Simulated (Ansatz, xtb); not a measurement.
**A geometry optimisation of C4H8O with r2SCAN-D4/def2-SVP**

The starting geometry of this gas-phase singlet was built from a drawn formula by distance geometry and a force field; its bonds are those of `[CH]C(C)(C)O`.

```xyz
13

C    -2.0468   -0.3138   -1.8162
C    -1.5343   -1.0223   -0.6211
C    -2.6284   -1.2675    0.4263
C    -0.3572   -0.2098   -0.0059
O    -0.9889   -2.2550   -1.0387
H    -2.4065    0.1775   -2.6698
H    -2.2605   -1.8034    1.2735
H    -3.0624   -0.3382    0.7872
H    -3.4223   -1.8336   -0.0792
H     0.0782   -0.7409    0.8680
H    -0.6984    0.7865    0.3305
H     0.4224   -0.0672   -0.7506
H    -1.6660   -2.7350   -1.5128
```

Problem. Predict what it relaxes into with r2SCAN-D4/def2-SVP.

Solution. It rearranges to `C/C=C(/C)O`. Contacts that open: C2–C3 (1.53 → 2.54 Å). Contacts that close: C1–C3 (2.51 → 1.50 Å).

The energy falls by 5.52 eV over 32 steps:

```csv
step,E − E(last) (eV)
1,5.524
4,4.962
8,4.166
11,3.488
15,2.707
18,1.151
22,0.136
25,0.007
29,0.000
32,0.000
```

Final geometry (Å):

```xyz
13

C    -2.2535   -0.5344   -0.3015
C    -0.9643   -0.9111   -0.4338
C    -3.4321   -1.4494   -0.1775
C     0.1864    0.0321   -0.5554
O    -0.5361   -2.2046   -0.4748
H    -2.4520    0.5415   -0.2831
H    -3.1667   -2.5185   -0.2561
H    -3.9521   -1.3259    0.7895
H    -4.1827   -1.2580   -0.9646
H     0.9091   -0.1408    0.2594
H    -0.1484    1.0767   -0.5228
H     0.7256   -0.1441   -1.5012
H    -1.3045   -2.7862   -0.3870
```

From the same start GFN2-xTB reaches the same bonding as this run.

No frequencies were run, so the end isn't proven a minimum. Run with Ansatz 0.2.0, 3.1 min on 2 threads of AMD EPYC (Zen 3), with other jobs on the host.
